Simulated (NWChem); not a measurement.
# One site exchanged: Si, Ge, C, Sn

Each species was optimised at PBE0/def2-SVP with NWChem, gas phase unless a solvent is named. For some, no frequency run checked for a minimum. def2 effective core potentials on Sn; no spin-orbit coupling.

A: [SiH3][SiH3] (Si2H6)
B: [GeH3][SiH3] (GeSiH$_{6}$)
C: C[SiH3] (CH6Si)
D: [SiH3][SnH3] (SnSiH6)

```
quantity                                                  A (Si)  B (Ge)  C (C)  D (Sn)
--------------------------------------------------------  ------  ------  -----  ------
Pauling electronegativity of the site (pymatgen's table)    1.90    2.01   2.55    1.96
electrons in the molecule                                     34      52     26      70
dipole (D), PBE0/def2-SVP                                   0.00    0.03   0.80    0.12
orbital gap (eV), PBE0/def2-SVP                             8.92    8.96  10.46    8.32
vertical ionisation energy, ΔSCF, PBE/def2-SVP (eV)        10.40   10.27  11.23    9.86
vertical ionisation energy, ΔSCF, PBE0/def2-SVP (eV)       10.58   10.45  11.58   10.03
static polarisability, PBE0/def2-SVPD (bohr³)               62.5    65.9   43.3    77.2
lowest singlet excitation, PBE0/def2-SVPD, TDA (eV)         7.52    7.34   8.47    6.89
```

“Dipole (D), PBE0/def2-SVP” runs from 0.00 in A (Si) to 0.80 in C (C), in no step with either the site's electronegativity or the electron count. “Orbital gap (eV), PBE0/def2-SVP” runs from 8.32 in D (Sn) to 10.46 in C (C), in no step with either the site's electronegativity or the electron count. “Vertical ionisation energy, ΔSCF, PBE/def2-SVP (eV)” runs from 9.86 in D (Sn) to 11.23 in C (C), falling in step with the number of electrons. “Vertical ionisation energy, ΔSCF, PBE0/def2-SVP (eV)” runs from 10.03 in D (Sn) to 11.58 in C (C), falling in step with the number of electrons. “Static polarisability, PBE0/def2-SVPD (bohr³)” runs from 43.3 in C (C) to 77.2 in D (Sn), rising in step with the number of electrons. “Lowest singlet excitation, PBE0/def2-SVPD, TDA (eV)” runs from 6.89 in D (Sn) to 8.47 in C (C), falling in step with the number of electrons. The order by orbital gap (eV) is neither the same as nor the reverse of the order by lowest singlet excitation. The order by vertical ionisation energy is the reverse of the order by static polarisability.

These are trends among computed rows of three or four species; they are not measurements.
